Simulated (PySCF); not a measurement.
**BH3, singlet: molecular constants**

Computed with PBE0/[B def2-TZVP, H def2-TZVP], no relativity, density fitting, PySCF.

The structure is a minimum.

Z-matrix (Å, degrees; charge 0 multiplicity 1):
```
B
H  1 1.1934
H  1 1.1934 2 120.00
H  1 1.1934 2 120.00 3 180.00
```

```json
{
 "Point group": "D3h",
 "Bond lengths": "B–H 1.193 Å (×3)",
 "Bond angles": "H–B–H 120.0° (×3)",
 "Principal polarisabilities": "12.2, 18.2, 18.2 bohr³",
 "Zero-point energy": "68.6 kJ/mol",
 "Enthalpy at 298.15 K above 0 K": "10.06 kJ/mol",
 "Heat capacity Cp at 298.15 K": "36.1 J/(mol K)",
 "Rotational constants": "7.829, 7.829, 3.915 cm⁻¹",
 "Entropy at 298.15 K and 1 bar": "188.4 J/(mol K)",
 "Atomisation energy without zero-point energy": "1167 kJ/mol",
 "Principal quadrupole moments (Buckingham, traceless) about the centre of mass": "-1.06, -1.06, 2.12 D Å",
 "Rotational symmetry number": "6",
 "Highest occupied level": "-9.92 eV",
 "Dipole moment": "0.00 D",
 "Lowest empty level": "-1.95 eV"
}
```

Harmonic modes (masses in u: B 11.009, H 1.008):
| symmetry | ω (cm⁻¹) | IR (km/mol, summed over degenerate members) | μ (u) |
| --- | --- | --- | --- |
| a2'' | 1145 | 81.2 | 1.25 |
| e' | 1189 | 25.1 | 1.11 |
| a1' | 2557 | 0.0 | 1.01 |
| e' | 2695 | 239 | 1.13 |

In D3h the vibrations span a2'' + 2e' + a1'. The a1' mode carries no infrared intensity, as symmetry demands.

Charges (e):
```json
{"atom": "B1", "Mulliken": "-0.08", "Löwdin": "-0.11", "polar tensor": "0.49", "Mayer order to B1": "–"}
{"atom": "H2,3,4", "Mulliken": "0.03", "Löwdin": "0.04", "polar tensor": "-0.16", "Mayer order to B1": "0.99"}
```

Mulliken populations on B1: s 3.18, p 1.86, d 0.04, f 0.00.

Counting electrons, boron keeps none of its valence electrons outside its bonds, so the VSEPR class is AX3 and the expected shape is trigonal planar (D3h), as computed.

The final relaxation and frequency run took 6 s on 2 threads of a shared Arm Neoverse N1 host, with 49 basis functions and 6 gradients; the process peaked at 0.66 GiB. Launch command: `OMP_NUM_THREADS=2 python axn.py task.json out`.
